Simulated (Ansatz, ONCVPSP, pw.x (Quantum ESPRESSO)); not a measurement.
**pw.x on fcc Al: one setting changed**

Potential: optimised norm-conserving Vanderbilt (ONCV), ONCVPSP 4.0.1.1 (patched build), LDA (Perdew-Wang 92); core [Ne], reference 3s2 3p1; waves: 3s: rc 1.70 bohr, ncon 4, nbas 9, qcut 3.4 1/bohr, 2 projectors, debl 2.8 Ha; 3p: rc 2.90 bohr, ncon 4, nbas 7, qcut 2.9 1/bohr, 2 projectors, debl 1.8 Ha; d scattering state at 0.31 Ha: rc 2.35 bohr, ncon 5, nbas 8, qcut 4.5 1/bohr, 2 projectors, debl 1.3 Ha; local part: polynomial inside 1.15 bohr (lpopt 5, dvloc0 0 Ha); core correction: none.

The reference run (k-mesh 14³, cutoffs 35/140 Ry, Fermi–Dirac 0.01 Ry, mixing_beta 0.4, conv_thr 1e-9, no spin) gives -0.80 GPa at 15.842 Å³/atom, where all-electron LAPW gives -0.23 GPa. This run, with its own iteration cap, changes k-mesh shift to 1.

```
&control
  calculation='scf', prefix='x', pseudo_dir='./', outdir='./tmp', tstress=.true., disk_io='none'
/
&system
  ibrav=0, nat=1, ntyp=1, ecutwfc=35, ecutrho=140, nbnd=8,
  occupations='smearing', smearing='fd', degauss=0.01
/
&electrons
  conv_thr=1e-09, mixing_beta=0.4, electron_maxstep=50
/
ATOMIC_SPECIES
Al 1.0 Al.UPF
CELL_PARAMETERS angstrom
  0.00000000 1.99339488 1.99339488
  1.99339488 0.00000000 1.99339488
  1.99339488 1.99339488 0.00000000
ATOMIC_POSITIONS crystal
Al 0.0000 0.0000 0.0000
K_POINTS automatic
14 14 14 1 1 1
```

```bash
pw.x < Al.scf.in > Al.scf.out
```

How does the run end?

It converges in 5 iterations; the free energy moves by -4.4 meV/atom and the pressure by +0.13 GPa.

```
Message from routine setup:
     using ibrav=0 with symmetry is DISCOURAGED, use correct ibrav instead
     lattice parameter (alat)  =       5.3273  a.u.
     unit-cell volume          =     106.9071 (a.u.)^3
     number of electrons       =         3.00
     number of Kohn-Sham states=            8
     kinetic-energy cutoff     =      35.0000  Ry
     charge density cutoff     =     140.0000  Ry
     scf convergence threshold =      1.0E-09
     Exchange-correlation= SLA  PW   NOGX NOGC
     number of k points=   280  Fermi-Dirac smearing, width (Ry)=  0.0100
     iteration #  1     ecut=    35.00 Ry     beta= 0.40
     total energy              =      -4.20109131 Ry
     estimated scf accuracy    <       0.00501152 Ry
     iteration #  2     ecut=    35.00 Ry     beta= 0.40
     total energy              =      -4.20084311 Ry
     estimated scf accuracy    <       0.00171395 Ry
     iteration #  3     ecut=    35.00 Ry     beta= 0.40
     total energy              =      -4.20085703 Ry
     estimated scf accuracy    <       0.00000143 Ry
     iteration #  4     ecut=    35.00 Ry     beta= 0.40
     total energy              =      -4.20085737 Ry
     estimated scf accuracy    <       0.00000007 Ry
     iteration #  5     ecut=    35.00 Ry     beta= 0.40
     the Fermi energy is     8.1234 ev
!    total energy              =      -4.20085738 Ry
     estimated scf accuracy    <          7.3E-10 Ry
     smearing contrib. (-TS)   =      -0.00187829 Ry
     The total energy is F=E-TS. E is the sum of the following terms:
     one-electron contribution =       2.89299403 Ry
     hartree contribution      =       0.00737082 Ry
     xc contribution           =      -1.62229543 Ry
     ewald contribution        =      -5.47704851 Ry
     convergence has been achieved in   5 iterations
          total   stress  (Ry/bohr**3)                   (kbar)     P=       -6.71
     Message from routine punch:
     Nothing written, as per user request (disk_io='none')
```

The run took about 20 s on one core of a shared host (Neoverse-N1, 64 threads, 124 GiB, load 61).
